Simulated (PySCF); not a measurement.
C$_{4}$H$_{5}$N, triplet, geometry from GFN2-xTB of the parent state (a higher spin typed on purpose: for a closed-shell molecule this is an excited state) (in this run its highest filled SCF level lies above zero, so its values depend strongly on the basis, on diffuse functions most of all); PySCF with SVWN5/3-21G.

PySCF was given this input:
```python
from pyscf import gto, scf, dft

mol = gto.Mole()
mol.atom = '''
    H     0.023319   -0.005694    2.121335
    N     0.012260   -0.002994    1.115307
    C    -0.001043    1.107468    0.332876
    C     0.008294   -1.109239    0.326823
    C    -0.013699    0.707232   -0.974338
    C    -0.007764   -0.701991   -0.978186
    H    -0.000540    2.091539    0.758768
    H     0.017096   -2.095581    0.747335
    H    -0.025862    1.345969   -1.835154
    H    -0.014564   -1.336098   -1.842478
'''
mol.basis = '3-21g'
mol.charge = 0
mol.spin = 2
mol.verbose = 4
mol.build()

mf = dft.UKS(mol)
mf.xc = 'lda,vwn'
mf.kernel()
mf.analyze()
```

Problem. Predict the main parts of the log of this PySCF run.

Solution. 
```
PySCF version 2.14.0

[INPUT] verbose = 4
[INPUT] num. atoms = 10
[INPUT] num. electrons = 36
[INPUT] charge = 0
[INPUT] spin (= nelec alpha-beta = 2S) = 2
[INPUT] symmetry False subgroup None
[INPUT] Mole.unit = angstrom
[INPUT] Symbol           X                Y                Z      unit          X                Y                Z       unit  Magmom
[...]
nuclear repulsion = 162.312058223813
number of shells = 35
number of NR pGTOs = 90
number of NR cGTOs = 55
basis = 3-21g
ecp = {}

******** <class 'pyscf.dft.uks.UKS'> ********
method = UKS
initial guess = minao
damping factor = 0
level_shift factor = 0
DIIS = <class 'pyscf.scf.diis.CDIIS'>
diis_start_cycle = 1
diis_space = 8
diis_damp = 0
SCF conv_tol = 1e-09
SCF conv_tol_grad = None
SCF max_cycles = 50
direct_scf = True
direct_scf_tol = 1e-13
number electrons alpha = 19  beta = 17
XC library pyscf.dft.libxc version 7.1.2
    S. Lehtola, C. Steigemann, M. J. T. Oliveira, and M. A. L. Marques,  SoftwareX 7, 1–5 (2018)
XC functionals = lda,vwn
    P. A. M. Dirac,  Math. Proc. Cambridge Philos. Soc. 26, 376 (1930)
    F. Bloch,  Z. Phys. 57, 545 (1929)
    S. H. Vosko, L. Wilk, and M. Nusair,  Can. J. Phys. 58, 1200 (1980)
radial grids:
    Treutler-Ahlrichs [JCP 102, 346 (1995); DOI:10.1063/1.469408] (M4) radial grids

becke partition: Becke, JCP 88, 2547 (1988); DOI:10.1063/1.454033
pruning grids: <function nwchem_prune>
grids dens level: 3
symmetrized grids: False
atomic radii adjust function: <function treutler_atomic_radii_adjust>
small_rho_cutoff = 0
Set gradient conv threshold to 3.16228e-05
tot grids = 119416
init E= -207.810604165052

cycle= 1 E= -206.916939993703  delta_E= 0.894  |g|= 0.282  |ddm|= 2.63

cycle= 2 E= -206.896069635545  delta_E= 0.0209  |g|= 0.356  |ddm|= 0.824

cycle= 3 E= -206.960764675551  delta_E= -0.0647  |g|= 0.022  |ddm|= 0.457

cycle= 4 E= -206.960902866962  delta_E= -0.000138  |g|= 0.0159  |ddm|= 0.0364

cycle= 5 E= -206.961009900916  delta_E= -0.000107  |g|= 0.00277  |ddm|= 0.015

cycle= 6 E= -206.961012188715  delta_E= -2.29e-06  |g|= 0.00174  |ddm|= 0.00469

cycle= 7 E= -206.961013691634  delta_E= -1.5e-06  |g|= 0.000357  |ddm|= 0.00281

cycle= 8 E= -206.961013419061  delta_E= 2.73e-07  |g|= 0.000724  |ddm|= 0.00219

cycle= 9 E= -206.961013772895  delta_E= -3.54e-07  |g|= 5.39e-05  |ddm|= 0.00178

cycle= 10 E= -206.961013775097  delta_E= -2.2e-09  |g|= 2.81e-06  |ddm|= 0.000133

cycle= 11 E= -206.961013775106  delta_E= -8.75e-12  |g|= 6.07e-07  |ddm|= 7.14e-06

[...]
converged SCF energy = -206.961013775104  <S^2> = 2.0020991  2S+1 = 3.0013991
Total Energy =                        -206.961013775104249
[...]
spin_pop of  3 C 1s       -0.00002
spin_pop of  3 C 2s        0.01952
spin_pop of  3 C 3s       -0.00007
spin_pop of  3 C 2px       0.67179
spin_pop of  3 C 2py       0.01130
spin_pop of  3 C 2pz       0.00807
spin_pop of  3 C 3px       0.00720
spin_pop of  3 C 3py      -0.00000
spin_pop of  3 C 3pz       0.00013
spin_pop of  4 C 1s       -0.00000
spin_pop of  4 C 2s        0.00095
spin_pop of  4 C 3s        0.00001
spin_pop of  4 C 2px       0.17565
spin_pop of  4 C 2py      -0.00122
spin_pop of  4 C 2pz      -0.00536
spin_pop of  4 C 3px       0.00230
spin_pop of  4 C 3py       0.00009
spin_pop of  4 C 3pz       0.00011
spin_pop of  5 C 1s       -0.00000
spin_pop of  5 C 2s        0.00095
spin_pop of  5 C 3s        0.00001
spin_pop of  5 C 2px       0.17564
spin_pop of  5 C 2py      -0.00128
spin_pop of  5 C 2pz      -0.00530
spin_pop of  5 C 3px       0.00230
spin_pop of  5 C 3py       0.00009
spin_pop of  5 C 3pz       0.00011
spin_pop of  6 H 1s       -0.02154
spin_pop of  6 H 2s        0.00035
spin_pop of  7 H 1s       -0.02154
spin_pop of  7 H 2s        0.00035
spin_pop of  8 H 1s       -0.00615
spin_pop of  8 H 2s        0.00006
spin_pop of  9 H 1s       -0.00615
spin_pop of  9 H 2s        0.00006
 ** Mulliken Spin Density (per atom)  **
spin density of  0 H =     -0.00958
spin density of  1 N =      0.28324
spin density of  2 C =      0.71793
spin density of  3 C =      0.71793
spin density of  4 C =      0.17253
spin density of  5 C =      0.17253
spin density of  6 H =     -0.02119
spin density of  7 H =     -0.02119
spin density of  8 H =     -0.00609
spin density of  9 H =     -0.00609
 ** Mulliken pop alpha/beta on meta-lowdin orthogonal AOs **
 ** Mulliken pop       alpha | beta **
In total            19.00000 | 17.00000
 ** Mulliken atomic charges   ( Nelec_alpha | Nelec_beta ) **
charge of  0H =      0.22580  (     0.38231      0.39189 )
charge of  1N =     -0.23790  (     3.76057      3.47733 )
charge of  2C =     -0.08283  (     3.40038      2.68245 )
charge of  3C =     -0.08283  (     3.40038      2.68245 )
charge of  4C =     -0.16379  (     3.16816      2.99563 )
charge of  5C =     -0.16379  (     3.16816      2.99563 )
charge of  6H =      0.12625  (     0.42628      0.44747 )
charge of  7H =      0.12625  (     0.42628      0.44747 )
charge of  8H =      0.12641  (     0.43375      0.43984 )
charge of  9H =      0.12641  (     0.43375      0.43984 )
Dipole moment(X, Y, Z, Debye):  0.01544, -0.00377,  1.40393
```
